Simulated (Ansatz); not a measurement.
in.yaml

```yaml
crystal:
  periodic: [false, false, false]
  atoms:
    - {symbol: Al, position_ang: [0.000000, -0.107766, 0.567543]}
    - {symbol: C, position_ang: [0.000000, 0.196499, -1.243154]}
    - {symbol: H, position_ang: [0.000000, 0.856616, 1.824835]}
    - {symbol: H, position_ang: [0.000000, -0.313339, -2.203862]}
basis:
  gaussian: {orbitals: cc-pVDZ}
total_charge: 1
magnetization: {spin_polarized: true, initial_magnetization: 0}
hamiltonian: {xc: {name: wB97M-V}}
output: {forces: true, orbitals: {seedname: orbitals}}
```

```sh
$ ansatz run in.yaml --threads 1 --pin off --events-out ev --progress --plain --max-ram 4096MiB --backend cpu
```

Log:

```
  # Of w^i u^j: cxij and so on, Table III.
  gx(w, u) = 1 - cx + cx01*u + cx10*w
  gss(w, u) = css00 + css04*u^4 + css10*w + css20*w^2 + css43*w^4*u^3
  gos(w, u) = cos00 + cos10*w + (cos20 + cos21*u)*w^2 + (cos60 + cos61*u)*w^6
      + integral(e_c_pw_mod_opposite_spin*gos(b97_w_opposite, b97_u_opposite)) + vv10(b, c)
401 factors; integrals over basis functions are off by at most 1.0e-3 eV
145 factors; integrals over basis functions are off by at most 2.0e-5 eV
mean field evaluation 1: about -7648.2880 eV, gradient 2.4e1 eV
mean field evaluation 2: about -7649.1440 eV, gradient 2.1e1 eV
mean field evaluation 4: about -7652.1721 eV, gradient 2.6e-1 eV
mean field evaluation 8: about -7652.2032 eV, gradient 1.3e-2 eV
mean field evaluation 16: about -7652.2032 eV, gradient 2.6e-5 eV
mean field evaluation 32: about -7652.6228 eV, gradient 1.5e-7 eV
mean field evaluation 64: about -7652.2032 eV, gradient 1.5e-2 eV
mean field -7652.62280547 eV, -281.2287009669 hartree, gradient 1.5e-7 eV, S^2 0.921173; 7 other end points of the search recorded, 0 dependent functions left out
the calculation of the forces begins
reference -7652.62284597 eV, -281.2287024555 hartree; 10, 10 occupied and 32, 32 virtual orbitals, 401 factors
Total energy: -7652.62284597 eV, -281.2287024555 hartree
Atom 0 at     0.000000    -0.107766     0.567543 Å, force     0.000000     1.207440     1.216966 eV/Å
Atom 1 at     0.000000     0.196499    -1.243154 Å, force    -0.000000    -0.648107    -0.737257 eV/Å
Atom 2 at     0.000000     0.856616     1.824835 Å, force    -0.000000    -0.709701    -0.008377 eV/Å
Atom 3 at     0.000000    -0.313339    -2.203862 Å, force     0.000000     0.150369    -0.471332 eV/Å
Dipole moment:    -0.000000    -0.406891     0.222058 e Å
```

Forces (eV/Å):
```
Al   0.000  1.207  1.217
C    0.000 -0.648 -0.737
H    0.000 -0.710 -0.008
H    0.000  0.150 -0.471
```

Ran on 1 thread of AMD EPYC 7R13, shared host: 13 s wall, 0.21 GiB peak host memory.
